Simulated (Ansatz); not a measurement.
**BH2OS radical: up Jacob's ladder to CCSD(T)**

One table from this session's results is given with a row withheld; the runs are named, their logs left out.

The runs use Ansatz 0.2.0, Gaussian basis; functionals in def2-TZVPP, the program's frozen cores in correlated methods.

Plan: LDA (SPW92), PBE-D4, revPBE-D4, BLYP-D4, r2SCAN-D4, B97M-V, PBE0-D4, B3LYP-D4, r2SCANh-D4, r2SCAN0-D4, HSE06-D4, BHLYP-D4, CAM-B3LYP-D4, LC-ωPBE, ωB97X-V, ωB97M-V, B2PLYP, PBE-QIDH; CCSD(T)/def2-SVP; CCSD(T)/def2-TZVPP; MP2/def2-QZVPP; extrapolation to the limit; RPA on PBE.

### The geometry

The geometry comes from an earlier relaxation with PBE0-D4 in a triple-zeta def2 set; it is a stationary point.

SMILES `O[B]S`, 5 atoms, charge 0, spin multiplicity 2.

Atoms are counted from 1 here; the program's logs count them from 0.

Bond lengths: O1–B2 1.334 Å, O1–H4 0.966 Å, B2–S3 1.785 Å, S3–H5 1.356 Å. Angles: B2–O1–H4 116.7°, O1–B2–S3 132.0°, B2–S3–H5 99.8°.

As a file:

| atom | x (Å) | y (Å) | z (Å) |
| --- | --- | --- | --- |
| O1 | -1.2947 | -0.0547 | -0.4356 |
| B2 | -0.4543 | 0.8256 | 0.1097 |
| S3 | 1.2538 | 0.6942 | 0.6111 |
| H4 | -0.9471 | -0.9400 | -0.6047 |
| H5 | 1.4921 | -0.5986 | 0.2782 |

Set-up of the first run:

Input file in.yaml:

```yaml
crystal:
  periodic: [false, false, false]
  atoms:
    - {symbol: O, position_ang: [-1.294666, -0.054728, -0.435573]}
    - {symbol: B, position_ang: [-0.454258, 0.825558, 0.109740]}
    - {symbol: S, position_ang: [1.253779, 0.694179, 0.611101]}
    - {symbol: H, position_ang: [-0.947080, -0.940033, -0.604743]}
    - {symbol: H, position_ang: [1.492124, -0.598575, 0.278175]}
basis:
  gaussian: {orbitals: def2-TZVPP}
magnetization: {spin_polarized: true, initial_magnetization: 1}
hamiltonian: {xc: lda}
output: {orbitals: {seedname: orbitals}}
```

Among the steps run: LDA; PBE-D4 (GGA); revPBE-D4 (GGA); BLYP-D4 (GGA); r2SCAN-D4 (meta-GGA); B97M-V (meta-GGA); PBE0-D4 (hybrid); B3LYP-D4 (hybrid); r2SCANh-D4 (hybrid); r2SCAN0-D4 (hybrid); HSE06-D4 (hybrid); BHLYP-D4 (hybrid); CAM-B3LYP-D4 (range-separated); LC-ωPBE-D4 (range-separated; the results give it without D4); ωB97X-V (range-separated); ωB97M-V (range-separated); B2PLYP (double hybrid); PBE-QIDH (double hybrid).

One of the session's tables, all rows but one given; the rest of the session is left out.

It belongs to the step «Orbital energies across the functionals». 

| functional | HOMO (eV) | LUMO (eV) | gap (eV) |
| --- | --- | --- | --- |
| LDA (SPW92) | -4.70 | -3.06 | 1.64 |
| PBE-D4 | -4.76 | -2.58 | 2.18 |
| revPBE-D4 | -4.74 | -2.43 | 2.31 |
| BLYP-D4 | -4.59 | -2.69 | 1.90 |
| r2SCAN-D4 | -5.12 | -1.95 | 3.17 |
| B97M-V | -4.78 | -2.78 | 2.00 |
| PBE0-D4 | -5.98 | -1.56 | 4.42 |
| B3LYP-D4 | -5.70 | -2.06 | 3.65 |
| r2SCANh-D4 | -5.57 | -1.65 | 3.92 |
| r2SCAN0-D4 | -6.25 | -1.21 | 5.04 |
| HSE06-D4 | -5.58 | -1.94 | 3.64 |
| BHLYP-D4 | -7.06 | -0.83 | 6.23 |
| CAM-B3LYP-D4 | ? | ? | ? |
| LC-ωPBE | -8.71 | 0.79 | 9.50 |
| ωB97X-V | -8.16 | 0.18 | 8.34 |
| ωB97M-V | -7.78 | -0.04 | 7.74 |

Estimate the missing values for CAM-B3LYP-D4.

**Answer.** HOMO (eV): -7.25; LUMO (eV): -0.78; gap (eV): 6.47. In the column «HOMO (eV)» it lies between ωB97M-V (-7.78) and BHLYP-D4 (-7.06).
